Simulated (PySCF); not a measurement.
Compound: C4H8NO (doublet state).
Z-matrix (Å and degrees, GFN2-xTB geometry), rows numbered from 1:
```
C 
C   1  1.4768
N   2  1.3590  1  121.57
C   3  1.3747  2  124.93  1   179.95
C   4  1.5125  3  113.01  2  -179.65
O   4  1.2191  3  122.19  2     0.37
H   1  1.0938  2  111.14  3   118.10
H   1  1.0888  2  111.07  3    -2.62
H   1  1.0930  2  110.96  3  -123.37
H   2  1.0736  1  122.27  3  -179.51
H   3  1.0124  2  117.16  1     0.32
H   5  1.0891  4  110.59  3    58.49
H   5  1.0891  4  110.38  3   -61.90
H   5  1.0858  4  109.04  3   178.45
```

The hyperfine couplings belong to this conformer and change with its torsions.

The species is `C[CH]NC(C)=O` [radical].

Theory: UKS B3LYP, pcH-1 on C H N O, non-relativistic, mean-field spin-orbit, GIAO in PySCF 2.14.0. Isolated species at its GFN2-xTB geometry (one conformer only). Couplings are sensitive to structure, and on GFN2-xTB geometries they can be far from those on DFT ones. The SCF solution wasn't tested for stability.

Q: Where do the isotropic ENDOR lines of N3, H7/H8/H9, H10, H12/H13/H14 and H11 fall at 341.7 mT, to first order?

A: For S = 1/2 in fast tumbling each set of equivalent nuclei gives two lines, ν± = |νn ± a/2| to first order, with νn = g_N μN B/h and μN/h = 7.62259 MHz/T.

```json
{"nuclei": "N3", "isotope": "14N", "g_N": "0.4038", "νn (MHz)": "1.05", "a_iso (MHz)": "-4.47", "lower line (MHz)": "1.18", "upper line (MHz)": "3.28"}
{"nuclei": "H7/H8/H9", "isotope": "1H", "g_N": "5.5857", "νn (MHz)": "14.55", "a_iso (MHz)": "64.50", "lower line (MHz)": "17.70", "upper line (MHz)": "46.80"}
{"nuclei": "H10", "isotope": "1H", "g_N": "5.5857", "νn (MHz)": "14.55", "a_iso (MHz)": "-58.38", "lower line (MHz)": "14.64", "upper line (MHz)": "43.74"}
{"nuclei": "H12/H13/H14", "isotope": "1H", "g_N": "5.5857", "νn (MHz)": "14.55", "a_iso (MHz)": "8.54", "lower line (MHz)": "10.28", "upper line (MHz)": "18.82"}
{"nuclei": "H11", "isotope": "1H", "g_N": "5.5857", "νn (MHz)": "14.55", "a_iso (MHz)": "-5.66", "lower line (MHz)": "11.72", "upper line (MHz)": "17.38"}
```

Q: Which pairs are centred on the nuclear Larmor frequency, and which on half the coupling?

A: Centred on νn, since |a| < 2νn: H12/H13/H14 and H11. Centred on |a|/2 and split by 2νn: N3, H7/H8/H9 and H10.

Q: At what field would the lower line of H7/H8/H9 fall to zero frequency?

A: Where νn = |a|/2, that is B = 32.25 MHz/(5.5857 × 7.62259 MHz/T) = 757 mT, as far as first order holds there.

Means are taken over nuclei equivalent by connectivity, which assumes that they swap fast. The three 1H nuclei of mean +64.5 MHz run from 2.7 to 100.2 MHz in the frozen geometry. The three 1H nuclei of mean +8.5 MHz run from -0.5 to 13.6 MHz in the frozen geometry.

Largest spin populations (Mulliken): C2 (+0.86), O6 (+0.10), C1 (-0.08) and C4 (+0.07). No atom but C2 exceeds +0.15. The positive populations add up to 1.13 and the negative ones to -0.13, together 2S = 1. The angles at C2 add up to 360.0°, so it is planar; its axial dipolar tensor and the negative coupling of its proton fit spin in a p orbital normal to that plane.
